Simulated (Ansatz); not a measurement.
# C2H4ClFO: the cost of one run

All numbers are computed with Ansatz 0.2.0 through its Python package. Level of theory: r2SCAN/6-31G*.

### 1 Starting point

Bond lengths: O1–C2 1.428 Å, C2–C3 1.529 Å, C3–F4 1.360 Å, C3–Cl5 1.777 Å, O1–H6 0.973 Å, C2–H7 1.095 Å, C2–H8 1.095 Å, C3–H9 1.094 Å. Angles: O1–C2–C3 113.1°, O1–C2–H7 108.4°, O1–C2–H8 107.7°, C3–C2–H7 111.0°, C3–C2–H8 109.7°, H7–C2–H8 106.6°, C2–O1–H6 108.3°, C2–C3–F4 109.1°, C2–C3–Cl5 111.7°, C2–C3–H9 111.1°, F4–C3–Cl5 109.0°, F4–C3–H9 108.3°, Cl5–C3–H9 107.5°.

The script holds or builds the structure itself.

### 2 Script

torsion_c2h4clfo.py

```python
'''Energy of C2H4ClFO as one group turns about a bond.'''

import ansatz as az
from ase import Atoms

SETTINGS = {
    'basis_set': '6-31G*',
    'xc': 'r2scan',
    'force_tol': 0.02,
}

atoms = Atoms(['O', 'C', 'C', 'F', 'Cl', 'H', 'H', 'H', 'H'], positions=[
    (-1.3472, 0.8987, 0.2834),
    (-0.5926, -0.1544, -0.3183),
    (0.8854, -0.1338, 0.0729),
    (1.4487, -1.3272, -0.2556),
    (1.7661, 1.1696, -0.7534),
    (-1.4111, 0.7218, 1.2379),
    (-0.7119, -0.0877, -1.4049),
    (-1.0432, -1.1046, -0.0114),
    (1.0058, 0.0177, 1.1494),
])

# start the scan from a relaxed geometry
first = (
    az.Crystal.molecule_from_ase(atoms).calculation()
    .basis(gaussian=SETTINGS['basis_set'])
    .functional(SETTINGS['xc'])
    .relax(force_tolerance=SETTINGS['force_tol'], max_steps=80)
)
atoms.positions = first.run(threads=1, backend='cpu').report['positions_ang']

start = atoms.get_dihedral(0, 1, 2, 3)
energies = {}
for turn in range(0, 360, 30):
    turned = atoms.copy()
    turned.set_dihedral(0, 1, 2, 3, start + turn, indices=[2, 3, 4, 8])
    calculation = (
        az.Crystal.molecule_from_ase(turned).calculation()
        .basis(gaussian=SETTINGS['basis_set'])
        .functional(SETTINGS['xc'])
    )
    energies[round((start + turn) % 360)] = calculation.run(threads=1, backend='cpu').report['free_energy_ev']
floor = min(energies.values())
print('dihedral O0-C1-C2-F3 (deg)   E - E(min) (kcal/mol)')
for angle, e in sorted(energies.items()):
    print(f'{angle:8d} {23.060548 * (e - floor):14.3f}  ' + '#' * int(30 * (e - floor) / max(max(energies.values()) - floor, 1e-9)))
```

### 3 The input behind the calls

The package turns the script's settings into the engine's input (first run):

```yaml
crystal:
  periodic: [false, false, false]
  atoms:
    - { symbol: O, position_ang: [-1.3472, 0.8987, 0.2834] }
    - { symbol: C, position_ang: [-0.5926, -0.1544, -0.3183] }
    - { symbol: C, position_ang: [0.8854, -0.1338, 0.0729] }
    - { symbol: F, position_ang: [1.4487, -1.3272, -0.2556] }
    - { symbol: Cl, position_ang: [1.7661, 1.1696, -0.7534] }
    - { symbol: H, position_ang: [-1.4111, 0.7218, 1.2379] }
    - { symbol: H, position_ang: [-0.7119, -0.0877, -1.4049] }
    - { symbol: H, position_ang: [-1.0432, -1.1046, -0.0114] }
    - { symbol: H, position_ang: [1.0058, 0.0177, 1.1494] }
basis:
  gaussian:
    orbitals: "6-31G*"
hamiltonian:
  xc: r2scan
relax:
  f_tol: 0.02
  max_steps: 80
```

### 4 Running it

Run with:

```
python torsion_c2h4clfo.py
```

**Question.** How long does this script take on 1 thread of Arm Neoverse V1, shared host, and how much memory does it need?

About 1.7 min, with a peak of 0.25 GiB.
